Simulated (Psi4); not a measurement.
Psi4 input (wB97X-D/6-311+G**):

```
memory 1500 MB

molecule {
0 2
C     0.00514113   -0.00331061    1.49779011
C     0.00056548    0.02470296    0.18925168
H     0.01030878   -0.74888768    2.27760864
C    -0.00643171    1.31181270   -0.59526904
H    -0.00709440    2.18033142    0.06039938
H     0.87060517    1.36572641   -1.24685854
H    -0.88825279    1.35983653   -1.24083432
C     0.00198932   -1.24513478   -0.63655897
H     0.00711454   -2.13749620   -0.01263847
H    -0.88090288   -1.27691550   -1.28146295
H     0.88063626   -1.27101664   -1.28749636
symmetry c1
no_reorient
no_com
}

set {
  basis 6-311+G**
  reference uks
  scf_type df
  df_basis_scf def2-universal-jkfit
  dft_radial_points 99
  dft_spherical_points 590
  e_convergence 1e-8
  d_convergence 1e-7
  maxiter 150
}

e = energy('wb97x-d')
print_out(f'\nFINAL {e:.10f} DIPOLE {variable("CURRENT DIPOLE")[0]:.6f} {variable("CURRENT DIPOLE")[1]:.6f} {variable("CURRENT DIPOLE")[2]:.6f}\n')
```

Output:

```
   => Loading Basis Set <=

    Name: 6-311+G**
    Role: ORBITAL
    Keyword: BASIS
    atoms 1-2, 4, 8    entry C          line   129 file 6-311pgss.gbs
    atoms 3, 5-7, 9-11 entry H          line    42 file 6-311pgss.gbs

   => WB97X-D: Empirical Dispersion <=

    Chai and Head-Gordon Dispersion Correction
    Chai, J.-D.; Head-Gordon, M. (2010), J. Chem. Phys., 132: 6615-6620

        s6 =       1.000000

         ---------------------------------------------------------
                                   SCF
               by Justin Turney, Rob Parrish, Andy Simmonett
                          and Daniel G. A. Smith
                              UKS Reference
         ---------------------------------------------------------

  ==> Geometry <==

    Molecular point group: c1
    Full point group: C1

    Geometry (in Angstrom), charge = 0, multiplicity = 2:

       Center              X                  Y                   Z               Mass
    ------------   -----------------  -----------------  -----------------  -----------------
         C            0.005141130000    -0.003310610000     1.497790110000    12.000000000000
         C            0.000565480000     0.024702960000     0.189251680000    12.000000000000
         H            0.010308780000    -0.748887680000     2.277608640000     1.007825032230
         C           -0.006431710000     1.311812700000    -0.595269040000    12.000000000000
         H           -0.007094400000     2.180331420000     0.060399380000     1.007825032230
         H            0.870605170000     1.365726410000    -1.246858540000     1.007825032230
         H           -0.888252790000     1.359836530000    -1.240834320000     1.007825032230
         C            0.001989320000    -1.245134780000    -0.636558970000    12.000000000000
         H            0.007114540000    -2.137496200000    -0.012638470000     1.007825032230
         H           -0.880902880000    -1.276915500000    -1.281462950000     1.007825032230
         H            0.880636260000    -1.271016640000    -1.287496360000     1.007825032230

  Running in c1 symmetry.

  Rotational constants: A =      0.33067  B =      0.28264  C =      0.16150 [cm^-1]
  Rotational constants: A =   9913.10801  B =   8473.22025  C =   4841.72647 [MHz]
  Nuclear repulsion =  112.089829950214323

  Charge       = 0
  Multiplicity = 2
  Electrons    = 31
  Nalpha       = 16
  Nbeta        = 15

  ==> Algorithm <==

  SCF Algorithm Type is DF.
  DIIS enabled.
  MOM disabled.
[...]

       1A    -10.300991     2A    -10.283429     3A    -10.279587
       4A    -10.279124     5A     -0.908820     6A     -0.794272
       7A     -0.758734     8A     -0.603828     9A     -0.542522
      10A     -0.526045    11A     -0.502444    12A     -0.476040
      13A     -0.456953    14A     -0.441881    15A     -0.327623

    Beta Virtual:

      16A     -0.004870    17A      0.067254    18A      0.077310
      19A      0.088614    20A      0.095645    21A      0.109782
      22A      0.120170    23A      0.122844    24A      0.129670
      25A      0.133817    26A      0.160401    27A      0.169777
      28A      0.172637    29A      0.189293    30A      0.208200
      31A      0.211959    32A      0.240769    33A      0.254557
      34A      0.255477    35A      0.257854    36A      0.267182
      37A      0.281421    38A      0.289403    39A      0.308987
      40A      0.322344    41A      0.336060    42A      0.394399
      43A      0.482353    44A      0.484641    45A      0.504373
      46A      0.521547    47A      0.548056    48A      0.579550
      49A      0.585762    50A      0.632050    51A      0.668414
      52A      0.683820    53A      0.685633    54A      0.689546
      55A      0.711240    56A      0.721443    57A      0.730776
      58A      0.750933    59A      0.774796    60A      0.825931
      61A      0.833251    62A      0.850263    63A      0.901410
      64A      0.948807    65A      1.010380    66A      1.052968
      67A      1.091848    68A      1.125882    69A      1.316339
      70A      1.337736    71A      1.432247    72A      1.463335
      73A      1.482405    74A      1.526569    75A      1.543581
      76A      1.552546    77A      1.574020    78A      1.635068
      79A      1.645303    80A      1.651578    81A      1.653627
      82A      1.688060    83A      1.745992    84A      1.782143
      85A      1.810082    86A      1.842846    87A      1.873381
      88A      1.877218    89A      2.002515    90A      2.040936
      91A      2.105879    92A      2.153683    93A      2.154764
      94A      2.200499    95A      2.220031    96A      2.355871
      97A      2.383291    98A      2.436947    99A      2.466501
     100A      2.504055   101A      2.567224   102A      2.583924
     103A      2.592182   104A      2.592880   105A      2.603733
     106A      2.657623   107A      2.659377   108A      2.714473
     109A      2.715228   110A      2.800446   111A      2.893599
     112A      2.902124   113A      2.959917   114A      3.009270
     115A      3.083141   116A      3.101945   117A      3.145228
     118A      3.216950   119A      3.390758   120A      3.740118
     121A      3.855383   122A      3.928089   123A      3.933760
     124A      3.945472   125A      4.322925   126A      4.353787
     127A     23.734498   128A     24.060673   129A     24.105985
     130A     24.490531

    Final Occupation by Irrep:
              A
    DOCC [    15 ]
    SOCC [     1 ]
    NA   [    16 ]
    NB   [    15 ]

  @DF-UKS Final Energy:  -156.52529802751351

   => Energetics <=

    Nuclear Repulsion Energy =            112.0898299502143232
    One-Electron Energy =                -430.7129287964715445
    Two-Electron Energy =                 178.5769952225756469
    DFT Exchange-Correlation Energy =     -16.4754308367086821
    Empirical Dispersion Energy =          -0.0037635671232684
    VV10 Nonlocal Energy =                  0.0000000000000000
    Total Energy =                       -156.5252980275135144

  UHF NO Occupations:
  HONO-2 :   14  A 1.9991967
  HONO-1 :   15  A 1.9946551
  HONO-0 :   16  A 1.0000000
  LUNO+0 :   17  A 0.0053449
  LUNO+1 :   18  A 0.0008033
  LUNO+2 :   19  A 0.0002134
  LUNO+3 :   20  A 0.0001868

Computation Completed

Properties will be evaluated at   0.000000,   0.000000,   0.000000 [a0]

Properties computed using the SCF density matrix

 Multipole Moments:

 ------------------------------------------------------------------------------------
     Multipole            Electronic (a.u.)      Nuclear  (a.u.)        Total (a.u.)
 ------------------------------------------------------------------------------------

 L = 1.  Multiply by 2.5417464519 to convert [e a0] to [Debye]
 Dipole X            :         -0.0004102           -0.0000000           -0.0004102
 Dipole Y            :         -0.2482643           -0.0000001           -0.2482643
 Dipole Z            :         -0.3624931            0.0000001           -0.3624930
 Magnitude           :                                                    0.4393592

 ------------------------------------------------------------------------------------

FINAL -156.5252980275 DIPOLE -0.000410 -0.248264 -0.362493

*** Psi4 exiting successfully. Buy a developer a beer!
```
